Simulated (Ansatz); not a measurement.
Molecule: C2H5NO, charge 0, multiplicity 1. 
Coordinates optimised at B3LYP-D3(BJ)/def2-TZVP (Ansatz, a quantum-chemistry and plane-wave program):
```
C
O 1 1.2153
N 1 1.3630 2 122.17
H 3 1.0030 1 122.47 2 -179.98
H 3 1.0062 4 119.16 1 -179.92
C 1 1.5156 2 122.10 3 -179.97
H 6 1.0899 1 108.49 2 -57.78
H 6 1.0899 7 109.20 1 124.50
H 6 1.0900 7 107.54 8 118.34
```

Parts of the frozen-core correlation energy in cc-pVTZ (Ansatz, hartree). Frozen orbitals: 4; correlated occupied orbitals by spin: 12 and 12; virtual: 174 and 174. No spin-orbit coupling. No relativistic terms.

```
term                            value
-------------------------  ----------
reference (HF)             -208.05966
MP2 opposite-spin                 ___
MP2 same-spin                     ___
CCSD correlation             -0.79693
(T)                               ___
T1 diagnostic                   0.014
largest doubles amplitude       0.034
```

Q: Fill in the missing entries.

A: 
- MP2 opposite-spin, value: -0.58593
- MP2 same-spin, value: -0.19017
- (T), value: -0.03327
